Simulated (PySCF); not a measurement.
C$_{3}$H$_{4}$, charge +1, doublet, geometry from GFN2-xTB of the parent state (a state made from the parent by changing its charge; the spin is typed, not shown lowest); CAMB3LYP/def2-SVP run with PySCF.

Input for PySCF:
```python
from pyscf import gto, scf, dft

mol = gto.M(
    atom='''
C     0.002516   -0.004274    0.213843
C    -0.010288   -0.013517    1.409876
C     0.009017    0.011792   -1.231568
H    -0.034810   -0.014362    2.458140
H    -0.015690    1.040633   -1.590244
H     0.908339   -0.473778   -1.609429
H    -0.865304   -0.516494   -1.611373
''',
    basis='def2-svp',
    charge=1,
    spin=1,
    verbose=4,
)

mf = dft.ROKS(mol)
mf.xc = 'camb3lyp'
mf.kernel()
```

It wrote (shortened):

```
PySCF version 2.14.0

[INPUT] verbose = 4
[INPUT] num. atoms = 7
[INPUT] num. electrons = 21
[INPUT] charge = 1
[INPUT] spin (= nelec alpha-beta = 2S) = 1
[INPUT] symmetry False subgroup None
[INPUT] Mole.unit = angstrom
[INPUT] Symbol           X                Y                Z      unit          X                Y                Z       unit  Magmom
[INPUT]  1 C      0.002516000000  -0.004274000000   0.213843000000 AA    0.004754550929  -0.008076689456   0.404104703655 Bohr   0.0
[INPUT]  2 C     -0.010288000000  -0.013517000000   1.409876000000 AA   -0.019441502370  -0.025543428026   2.664279509597 Bohr   0.0
[INPUT]  3 C      0.009017000000   0.011792000000  -1.231568000000 AA    0.017039660465   0.022283650461  -2.327326223778 Bohr   0.0
[INPUT]  4 H     -0.034810000000  -0.014362000000   2.458140000000 AA   -0.065781366396  -0.027140246601   4.645211375838 Bohr   0.0
[INPUT]  5 H     -0.015690000000   1.040633000000  -1.590244000000 AA   -0.029649802894   1.966511366185  -3.005125631233 Bohr   0.0
[INPUT]  6 H      0.908339000000  -0.473778000000  -1.609429000000 AA    1.716511938261  -0.895310663844  -3.041380026933 Bohr   0.0
[INPUT]  7 H     -0.865304000000  -0.516494000000  -1.611373000000 AA   -1.635187574491  -0.976032204981  -3.045053654519 Bohr   0.0

nuclear repulsion = 59.1922176996264
number of shells = 30
number of NR pGTOs = 100
number of NR cGTOs = 62
basis = def2-svp
ecp = {}

******** <class 'pyscf.dft.roks.ROKS'> ********
method = ROKS
initial guess = minao
damping factor = 0
level_shift factor = 0
DIIS = <class 'pyscf.scf.diis.CDIIS'>
diis_start_cycle = 1
diis_space = 8
diis_damp = 0
SCF conv_tol = 1e-09
SCF conv_tol_grad = None
SCF max_cycles = 50
direct_scf = True
direct_scf_tol = 1e-13
num. doubly occ = 10  num. singly occ = 1
XC library pyscf.dft.libxc version 7.1.2
    S. Lehtola, C. Steigemann, M. J. T. Oliveira, and M. A. L. Marques,  SoftwareX 7, 1–5 (2018)
XC functionals = camb3lyp
    T. Yanai, D. P. Tew, and N. C. Handy,  Chem. Phys. Lett. 393, 51 (2004)
radial grids:
    Treutler-Ahlrichs [JCP 102, 346 (1995); DOI:10.1063/1.469408] (M4) radial grids

becke partition: Becke, JCP 88, 2547 (1988); DOI:10.1063/1.454033
pruning grids: <function nwchem_prune>
grids dens level: 3
symmetrized grids: False
atomic radii adjust function: <function treutler_atomic_radii_adjust>
small_rho_cutoff = 0
Set gradient conv threshold to 3.16228e-05
tot grids = 81592
init E= -116.766529709353
  HOMO = -0.324299896632934  LUMO = 0.0105373982930187  gap/eV = 9.11139
cycle= 1 E= -116.092383320331  delta_E= 0.674  |g|= 0.225  |ddm|= 2.02
  HOMO = -0.5981890738407  LUMO = -0.22032818788024  gap/eV = 10.28212
cycle= 2 E= -116.10596384853  delta_E= -0.0136  |g|= 0.124  |ddm|= 0.459
  HOMO = -0.549395943386748  LUMO = -0.176252217179308  gap/eV = 10.15376
cycle= 3 E= -116.11081158026  delta_E= -0.00485  |g|= 0.0517  |ddm|= 0.154
  HOMO = -0.552357048689033  LUMO = -0.178205474231216  gap/eV = 10.18118
cycle= 4 E= -116.111495096182  delta_E= -0.000684  |g|= 0.0126  |ddm|= 0.046
  HOMO = -0.555071898439111  LUMO = -0.180017498744323  gap/eV = 10.20575
cycle= 5 E= -116.111542751295  delta_E= -4.77e-05  |g|= 0.00484  |ddm|= 0.0124
  HOMO = -0.554785737804655  LUMO = -0.179928327435034  gap/eV = 10.20039
cycle= 6 E= -116.111548705483  delta_E= -5.95e-06  |g|= 0.00219  |ddm|= 0.00426
  HOMO = -0.554957507081256  LUMO = -0.18002704443945  gap/eV = 10.20238
cycle= 7 E= -116.11155026355  delta_E= -1.56e-06  |g|= 0.000451  |ddm|= 0.00172
  HOMO = -0.555027503650911  LUMO = -0.180075790473428  gap/eV = 10.20296
cycle= 8 E= -116.111550351884  delta_E= -8.83e-08  |g|= 6.34e-05  |ddm|= 0.000523
  HOMO = -0.55503066504501  LUMO = -0.180078215185946  gap/eV = 10.20298
cycle= 9 E= -116.111550355274  delta_E= -3.39e-09  |g|= 1.63e-05  |ddm|= 0.000108
  HOMO = -0.555029305624356  LUMO = -0.180078075233129  gap/eV = 10.20294
cycle= 10 E= -116.111550355553  delta_E= -2.79e-10  |g|= 5.25e-06  |ddm|= 2.65e-05
  HOMO = -0.55502778203876  LUMO = -0.180076962425458  gap/eV = 10.20293
Extra cycle  E= -116.111550355576  delta_E= -2.32e-11  |g|= 3.3e-06  |ddm|= 9.25e-06
converged SCF energy = -116.111550355576
```
